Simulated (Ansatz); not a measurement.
```yaml
crystal:
  periodic: [false, false, false]
  atoms:
    - {symbol: Hf, position_ang: [0.000000, 0.000000, 0.000000]}
    - {symbol: F, position_ang: [0.000000, 0.000000, 1.849252]}
    - {symbol: F, position_ang: [0.000000, 0.000000, -1.849252]}
basis:
  gaussian: {orbitals: def2-TZVP}
magnetization: {spin_polarized: true, initial_magnetization: 4}
hamiltonian: {xc: pbe0}
relax: {f_tol: 0.004, max_steps: 80}
```

```sh
$ ansatz run in.yaml --threads 1 --pin off --events-out ev --progress --plain --max-ram 2176MiB
```

Steps of the relaxation (energy above the last step; positions in Å, forces in eV/Å):

```
3
step 1, 491.6 meV
Hf    0.000    0.000    0.000    0.000    0.000    0.000
F     0.000    0.000    1.849    0.000    0.000    3.414
F     0.000    0.000   -1.849    0.000    0.000   -3.414
```

```
3
step 2, 80.9 meV
Hf    0.000    0.000    0.000    0.000    0.000    0.000
F     0.000    0.000    1.943    0.000    0.000    1.159
F     0.000    0.000   -1.943    0.000    0.000   -1.159
```

```
3
step 3, 2.2 meV
Hf    0.000    0.000    0.000    0.000    0.000    0.000
F     0.000    0.000    2.005    0.000    0.000    0.169
F     0.000    0.000   -2.005    0.000    0.000   -0.169
```

```
3
step 5, 0.0 meV
Hf    0.000    0.000    0.000    0.000    0.000    0.000
F     0.000    0.000    2.018    0.000    0.000    0.000
F     0.000    0.000   -2.018    0.000    0.000    0.000
```

Close pairs at the end: Hf1–F2 2.018 Å, Hf1–F3 2.018 Å.

A stationary point of unrestricted PBE0 after 5 steps, with ⟨S²⟩ = 6.009 against 6.00 for a pure state; no frequencies were run, so it isn't proven a minimum. 68 s on 1 thread of Arm Neoverse V1, shared host.
